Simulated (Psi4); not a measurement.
**One shape, several levels: SiNH4 (SMILES N[SiH2])**

Wanted: a comparison of 5 runs (UHF/def2-SVP, UB3LYP/6-31G*, UTeter93/6-31G*, USCS-OMP2/cc-pCVDZ) of SiNH4. 

Program for the calculation: Psi4 1.11.

2 further runs of the same task are left out: 1 that didn't finish, 1 set aside as unsound or not needed.

## (1) Starting point

SiNH4 has 6 atoms, charge 0, and is taken as a doublet. SMILES: `N[SiH2]`. The shape is that of a PBE0-D4/def2-TZVP optimisation. This is one conformer, not always the lowest.

Bond lengths: N1–Si2 1.725 Å, N1–H3 1.008 Å, N1–H4 1.008 Å, Si2–H5 1.493 Å, Si2–H6 1.493 Å. Angles: N1–Si2–H5 107.3°, N1–Si2–H6 107.3°, Si2–N1–H3 119.9°, Si2–N1–H4 119.9°, H5–Si2–H6 110.5°, H3–N1–H4 110.9°.

## (2) The energy at UHF/def2-SVP (run 1)

Contents of calc.py:

```python
import psi4

psi4.set_memory(1600000000)
psi4.set_num_threads(1)
psi4.core.set_output_file('h4nsi.out', False)

geom = psi4.geometry("""
0 2
N     -0.062300    -0.863500     0.020900
Si     0.307400     0.815300     0.161600
H      0.565000    -1.475900    -0.476400
H     -0.503600    -1.346500     0.787600
H      0.657400     1.307800    -1.204100
H     -0.921600     1.498900     0.664300
symmetry c1
""")

psi4.set_options({
    'reference': 'uhf',
    'puream': True,
    'e_convergence': 1e-09,
    'd_convergence': 1e-08,
    'scf_type': 'pk',
    'maxiter': 200,
})

E, wfn = psi4.energy('scf/def2-SVP', molecule=geom, return_wfn=True)
print(f'total energy {E:.8f} hartree = {E * 27.211386:.5f} eV')
```

The run is started by

```console
python calc.py
```

h4nsi.out:

```text
[...]
  Running in c1 symmetry.
[...]
  Nuclear repulsion =   57.591071215368189
[...]
  Multiplicity = 2
[...]
  Nalpha       = 13
  Nbeta        = 12
[...]
    Number of basis functions: 52
[...]
   @UHF iter   1:  -345.47069250562640   -5.68047e-01   7.37952e-03 ADIIS/DIIS
[...]
   @UHF iter  13:  -345.55252236505839   -5.05906e-12   7.63029e-09 DIIS
[...]
   @S^2 Observed:                7.546960096E-01
[...]
    Orbital Energies [Eh]
    ---------------------
    Alpha Occupied:
       1A    -68.760252     2A    -15.544258     3A     -6.130940
       4A     -4.246097     5A     -4.238217     6A     -4.237965
       7A     -1.129582     8A     -0.715038     9A     -0.661208
      10A     -0.543359    11A     -0.476417    12A     -0.466802
      13A     -0.299871
    Alpha Virtual:
      14A      0.146917    15A      0.192500    16A      0.222692
      17A      0.251569    18A      0.266691    19A      0.320130
      20A      0.477466    21A      0.520040    22A      0.573278
      23A      0.639984    24A      0.659569    25A      0.702959
[...]
  @UHF Final Energy:  -345.55252236505839
   => Energetics <=
    Nuclear Repulsion Energy =             57.5910712153681885
    One-Electron Energy =                -591.8703361639608147
    Two-Electron Energy =                 188.7267425835342749
    Total Energy =                       -345.5525223650583939
  UHF NO Occupations:
  HONO-2 :   11  A 1.9996293
  HONO-1 :   12  A 1.9982038
[...]
 Multipole Moments:
 ------------------------------------------------------------------------------------
     Multipole            Electronic (a.u.)      Nuclear  (a.u.)        Total (a.u.)
 ------------------------------------------------------------------------------------
 L = 1.  Multiply by 2.5417464519 to convert [e a0] to [Debye]
 Dipole X            :          1.0147000           -0.7994702            0.2152298
 Dipole Y            :          0.3643515           -0.8710430           -0.5066916
 Dipole Z            :          0.8199961           -0.5862640            0.2337321
 Magnitude           :                                                    0.5980726
[...]
```

Standard output:

```text
total energy -345.55252237 hartree = -9402.96307 eV
```

It took 4.5 s on 1 thread of Intel Xeon Platinum 8259CL at 2.50GHz (Skylake/Cascade Lake), shared host; peak memory 0.2 GiB.

## (3) Energy and forces at UB3LYP/6-31G(d) (spherical functions) (run 2)

Contents of input.in:

```
memory 1600 mb

molecule geom {
  0 2
  N
  Si 1 1.724774
  H 1 1.007892 2 119.88443
  H 1 1.007901 3 110.89542 2 -146.56269
  H 2 1.493383 1 107.25545 3 48.88236
  H 2 1.493472 5 110.47088 1 -116.58085
  units angstrom
  symmetry c1
  no_reorient
  no_com
}

set reference uks
set puream true
set e_convergence 1e-09
set d_convergence 1e-08
set scf_type pk
set dft_radial_points 99
set dft_spherical_points 590
set maxiter 200

gradient("b3lyp/6-31G*")
print_variables()
```

The run is started by

```console
psi4 input.in input.out -n 1
```

input.out:

```text
[...]
  Running in c1 symmetry.
[...]
  Nuclear repulsion =   57.591059369593879
[...]
  Multiplicity = 2
[...]
  Nalpha       = 13
  Nbeta        = 12
[...]
    Number of basis functions: 40
[...]
   @UKS iter   1:  -346.37067525464602   -1.95714e-01   1.81761e-02 DIIS/ADIIS
[...]
   @UKS iter  12:  -346.61102882853135   -9.09495e-13   5.01640e-09 DIIS
[...]
   @S^2 Observed:                7.519144466E-01
[...]
  @UKS Final Energy:  -346.61102882853135
   => Energetics <=
    Nuclear Repulsion Energy =             57.5910593695938786
    One-Electron Energy =                -592.3274472845685068
    Two-Electron Energy =                 211.8018380213425758
    DFT Exchange-Correlation Energy =     -23.6764789348992331
    Empirical Dispersion Energy =           0.0000000000000000
    VV10 Nonlocal Energy =                  0.0000000000000000
    Total Energy =                       -346.6110288285313459
[...]
 Multipole Moments:
 ------------------------------------------------------------------------------------
     Multipole            Electronic (a.u.)      Nuclear  (a.u.)        Total (a.u.)
 ------------------------------------------------------------------------------------
 L = 1.  Multiply by 2.5417464519 to convert [e a0] to [Debye]
 Dipole X            :          1.0185916           -0.7375598            0.2810318
 Dipole Y            :          0.3355314           -0.2430217            0.0925097
 Dipole Z            :          0.4565120           -1.0670146           -0.6105027
 Magnitude           :                                                    0.6784176
[...]
  -Total Gradient:
     Atom            X                  Y                   Z
    ------   -----------------  -----------------  -----------------
       1        0.003520973791     0.001166268593     0.005663161118
       2       -0.003398647816    -0.001092257132    -0.010625681140
       3       -0.000252090743    -0.004101007711     0.002637558281
       4       -0.002634641373     0.003143833707     0.002633152541
       5        0.001572425987    -0.000111298701    -0.000159064549
       6        0.001193195697     0.000994861244    -0.000149385213
[...]
```

Wall time 26 s (1 thread of Intel Xeon Platinum 8259CL at 2.50GHz (Skylake/Cascade Lake), shared host); peak memory 0.61 GiB.

Runs 3 to 4 aren't shown in full; the table further down has their settings and results.

## (4) The energy at USCS-OMP2/cc-pCVDZ (DKH3) (run 5)

Contents of h4nsi.xyz:

```xyz
6
H4NSi
N     -0.062300    -0.863500     0.020900
Si     0.307400     0.815300     0.161600
H      0.565000    -1.475900    -0.476400
H     -0.503600    -1.346500     0.787600
H      0.657400     1.307800    -1.204100
H     -0.921600     1.498900     0.664300
```

Contents of run.py:

```python
import psi4

psi4.set_memory(1600000000)
psi4.set_num_threads(1)
psi4.set_output_file('psi4.out', False)

with open('h4nsi.xyz') as f:
    atoms = ''.join(f.readlines()[2:])
geom = psi4.geometry('0 2\n' + atoms + '')

options = {'basis': 'cc-pCVDZ', 'reference': 'uhf', 'scf_type': 'pk', 'mp2_type': 'conv', 'relativistic': 'dkh', 'dkh_order': 3}
psi4.set_options(options)

e_tot, wfn = psi4.energy("scs-omp2", molecule=geom, return_wfn=True)
print('E =', round(e_tot, 9))
```

The run is started by

```console
python run.py
```

psi4.out:

```text
[...]
  Running in c1 symmetry.
[...]
  Nuclear repulsion =   57.591071215368189
[...]
  Multiplicity = 2
[...]
  Nalpha       = 13
  Nbeta        = 12
[...]
    Number of basis functions: 65
[...]
   @UHF iter   1:  -346.16062890261037   -5.89941e-01   6.39529e-03 ADIIS/DIIS
[...]
   @UHF iter  14:  -346.24592856734625   -1.42109e-12   4.01653e-09 DIIS
[...]
   @S^2 Observed:                7.556585187E-01
[...]
    Orbital Energies [Eh]
    ---------------------
    Alpha Occupied:
       1A    -68.928332     2A    -15.554582     3A     -6.158757
       4A     -4.242635     5A     -4.234715     6A     -4.234378
       7A     -1.144685     8A     -0.717916     9A     -0.659263
      10A     -0.540571    11A     -0.474708    12A     -0.465492
      13A     -0.298631
    Alpha Virtual:
      14A      0.146901    15A      0.187740    16A      0.222716
      17A      0.243694    18A      0.250215    19A      0.407861
      20A      0.430538    21A      0.451347    22A      0.503577
      23A      0.541948    24A      0.568342    25A      0.620541
[...]
  @UHF Final Energy:  -346.24592856734625
   => Energetics <=
    Nuclear Repulsion Energy =             57.5910712153681885
    One-Electron Energy =                -592.8537065891015345
    Two-Electron Energy =                 189.0167068063870488
    Total Energy =                       -346.2459285673463114
  UHF NO Occupations:
  HONO-2 :   11  A 1.9995793
  HONO-1 :   12  A 1.9978004
[...]
 Multipole Moments:
 ------------------------------------------------------------------------------------
     Multipole            Electronic (a.u.)      Nuclear  (a.u.)        Total (a.u.)
 ------------------------------------------------------------------------------------
 L = 1.  Multiply by 2.5417464519 to convert [e a0] to [Debye]
 Dipole X            :          0.9966972           -0.7994702            0.1972269
 Dipole Y            :          0.3482883           -0.8710430           -0.5227547
 Dipole Z            :          0.8064207           -0.5862640            0.2201567
 Magnitude           :                                                    0.6005330
[...]
	SCS-MP2 Total Energy (a.u.)        :  -346.74759172881721
	SOS-MP2 Total Energy (a.u.)        :  -346.74608289455421
[...]
	MP2 Total Energy (a.u.)            :  -346.75426760728277
[...]
	SCS-OMP2 Total Energy (a.u.)       :  -346.75056329288554
	SOS-OMP2 Total Energy (a.u.)       :  -346.70972160936537
[...]
	OMP2 Total Energy (a.u.)           :  -346.75426760732898
[...]
```

Standard output:

```text
E = -346.750563293
```

Wall time 49 s (1 thread of Intel Xeon Platinum 8259CL at 2.50GHz (Skylake/Cascade Lake), shared host); peak memory 0.33 GiB.

## (5) The series

```
run                                                           level      task         integration grid  energy (Eh)  dipole moment (D)  HOMO energy (eV)  LUMO energy (eV)  wall time
  1                                                    UHF/def2-SVP    energy                        –  -345.552522               1.52             -8.16              2.13      4.5 s
  2                             UB3LYP/6-31G* (spherical functions)  gradient  99 radial × 590 angular  -346.611029               1.72             -4.80             -1.90       26 s
  3                             UB3LYP/6-31G* (Cartesian functions)  gradient  99 radial × 590 angular  -346.613868               1.72             -4.80             -1.90       23 s
  4  UTeter93/6-31G* (Cartesian functions, IEF-PCM dichloromethane)    energy  75 radial × 302 angular  -344.949629               2.27             -3.89             -2.84      7.8 s
  5                                       USCS-OMP2/cc-pCVDZ (DKH3)    energy                        –  -346.750563                  –             -8.13              2.17       49 s
```

## (6) Outcome

```
                                                         quantity          value
                                              run 5: total energy  -346.75056 Eh
run 5: HOMO energy (Hartree–Fock orbitals) (highest over α and β)       -8.13 eV
 run 5: LUMO energy (Hartree–Fock orbitals) (lowest over α and β)        2.17 eV
                                        run 5: correlation energy     -504.6 mEh
                         run 5: ⟨S²⟩ of the reference determinant          0.756
```

**Reading.** Over runs 1, 2, 3, 4 the dipole moment (its size) runs from 1.52 D (UHF/def2-SVP) to 2.27 D (UTeter93/6-31G*). The two ends differ in method and basis and solvent. Totals of different functionals can't be ranked against each other. Some runs of one species differ in core potentials or relativity; totals across that change don't compare. All runs together took 1.9 min, the longest 49 s.
